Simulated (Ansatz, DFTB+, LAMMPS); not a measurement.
# How well does each level of theory give the lattice constant a of bcc W?

Reference value: 3.16 Å (measured, static lattice: zero-point anharmonic expansion removed; as tabulated in Mejia-Rodriguez and Trickey (2018), arXiv:1807.09216).

```json
[
 {"level (code)": "MEAM WL.meam (LAMMPS)", "value (Å)": "3.164", "error (%)": "+0.13"},
 {"level (code)": "GFN1-xTB as cut by DFTB+", "value (Å)": "3.249", "error (%)": "+2.82"},
 {"level (code)": "PBE (Ansatz)", "value (Å)": "3.184", "error (%)": "+0.76"},
 {"level (code)": "HSE06 (Ansatz)", "value (Å)": "3.163", "error (%)": "+0.09"},
 {"level (code)": "Hartree–Fock (Ansatz)", "value (Å)": "3.203", "error (%)": "+1.36"}
]
```

Once the reference is moved by up to 0.10 % (a margin picked here for doubts on the reference and the settings) and values within 0.10 % count as equal, the nearest can be HSE06 (+0.09 %) or MEAM WL.meam (+0.13 %). Among them GFN1-xTB as cut by DFTB+ (+2.82 %) misses by most. Within 0.5 %: MEAM WL.meam, HSE06.

Density-functional levels without +SOC have no spin–orbit coupling. GFN1-xTB as cut by DFTB+: the method was fitted mainly to molecules. GFN1-xTB as cut by DFTB+: codes differ in how they cut the long-range tail of xTB's charge interaction in a crystal, so the value belongs to this code. Cutoffs and k meshes differ between the levels. Ansatz's density-functional and Hartree–Fock values are scalar-relativistic unless marked +SOC, with PAW data made under PBE.

Empirical potentials (MEAM WL.meam) are fitted to chosen data: where that held the value shown, agreement is built in, and what lay outside the fit can be far off.

Differences are worked out from the printed values.

Ansatz is a quantum-chemistry and plane-wave program.
